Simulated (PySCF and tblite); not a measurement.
Results of a calculation; reference values are marked as such.
C4H8O, numbered as in [OH:1][CH2:2][CH:3]1[CH2:4][CH2:5]1.

Level: PBE0-D3(BJ)/def2-TZVP (IEF-PCM, chloroform)//GFN2-xTB, thermal terms from GFN2-xTB, symmetry numbers and mirror pairs counted. Conformers within 2.5 kcal/mol (GFN2-xTB free energy) were kept, 6 at most. GIAO shieldings: PBE0/pcSseg-1 (IEF-PCM, chloroform). Shifts are against TMS (¹H), TMS (¹³C) at the same level; of two unlike H on one atom, a is the less shielded. Run with PySCF (density fitting) and tblite.

Question: List the conformer-averaged shifts at 298.15 K.

Answer: ¹H: 3.72 (H2, 2H), 1.04 (H3, 1H), 0.51 (H4a/H5a, 2H), 0.15 (H4b/H5b, 2H) ppm. ¹³C: 73.5 (C2), 17.4 (C3), 4.0 (C4/C5) ppm.

Question: How do the conformers differ?

Answer: Torsions listed: H1–O1–C2–C3, O1–C2–C3–C4. Of a mirror pair one member is shown.
```
conformer       shape  weight %
        1   54°, -87°      62.7
        2   54°, 149°      20.1
        3  180°, 161°      13.8
        4   -59°, 42°       3.4
```

| signal | 1 | 2 | 3 | 4 | average |
| --- | --- | --- | --- | --- | --- |
| H2 | 3.67 | 3.70 | 3.86 | 4.19 | 3.72 |
| H3 | 1.09 | 0.90 | 1.07 | 0.88 | 1.04 |
| H4a/H5a | 0.51 | 0.53 | 0.54 | 0.41 | 0.51 |
| H4b/H5b | 0.11 | 0.26 | 0.16 | 0.36 | 0.15 |
| C2 | 73.8 | 73.5 | 74.0 | 64.4 | 73.5 |
| C3 | 17.6 | 18.1 | 15.8 | 15.1 | 17.4 |
| C4/C5 | 3.8 | 4.8 | 4.6 | 0.7 | 4.0 |

H on N, O and S are left out: they exchange, and hydrogen bonds move them by several ppm. Shifts are unscaled: against experiment ¹³C can be off by 15 ppm or more and ¹H by 0.8 ppm.
